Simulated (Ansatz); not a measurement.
Reaction (formal hydrolysis of a C–F bond): `OCCCF` + H₂O → `OCCCO` + H–F

Computed with Ansatz on PBE0-D4/def2-TZVP structures; ΔE is electronic, products minus reactants. CCSD(T)/CBS adds triple-zeta CCSD(T) − MP2 to the extrapolated MP2 energy (def2 sets, frozen cores). This one scheme is used for every species. DFT in def2-TZVPP. B3LYP here is the variant with VWN-RPA as its local correlation; programs differ in this. One conformer a species, not always the lowest.

Problem. Is it downhill or uphill in electronic energy at CCSD(T)/CBS, and by how much? (Estimate.)

Solution. Computed: Uphill: ΔE = +1.8 kcal/mol.

Problem. What do these levels give: r2SCAN-D4, ωB97X-V, ωB97M-V, PBE, r2SCAN, B3LYP, MP2/def2-TZVPP, SCS-MP2/def2-TZVPP, HF/def2-QZVPP, SCS-MP2/def2-QZVPP, MP2/CBS(def2), CCSD/CBS(def2)? (Estimate.)

Solution. Ansatz gave: r2SCAN-D4 3.0, ωB97X-V 2.9, ωB97M-V 2.8, PBE 2.7, r2SCAN 3.2, B3LYP 3.8, MP2/def2-TZVPP 0.8, SCS-MP2/def2-TZVPP 1.7, HF/def2-QZVPP 4.6, SCS-MP2/def2-QZVPP 1.8, MP2/CBS(def2) 1.0, CCSD/CBS(def2) 2.1 kcal/mol.

Largest T1 diagnostic among the species: 0.010.

In def2-TZVPP, CCSD(T) changes the Hartree–Fock value by −2.9 kcal/mol (the triples alone add −0.4 kcal/mol) and MP2 by −3.6 kcal/mol. The D4 term adds −0.8 kcal/mol with B3LYP and −0.4 kcal/mol with PBE0; it sums over pairs of atoms, weighted by their polarisabilities, and B3LYP, whose exchange is more repulsive, gets the larger term.
